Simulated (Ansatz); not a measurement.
## Ansatz (development build ahead of 0.2.0) run

```yaml
crystal:
  periodic: [false, false, false]
  atoms:
    - { symbol: C, position_ang: [0.0, 0.0, -0.48099] }
    - { symbol: O, position_ang: [0.0, 0.0, 0.61942] }
    - { symbol: H, position_ang: [0.0, -0.86888, -1.03472] }
    - { symbol: H, position_ang: [0.0, 0.86888, -1.03472] }
basis:
  gaussian: { orbitals: cc-pVDZ }
hamiltonian:
  xc: hf
```

The input is written out in the form of the current development build from the run's settings.

Output:

| Quantity | Value |
| --- | --- |
| Converged | yes |
| Total energy | -113.85262 hartree |
| Spin squared of the determinant | 0.000 |

Caution: no unrestricted run beside it, a lower state can exist.
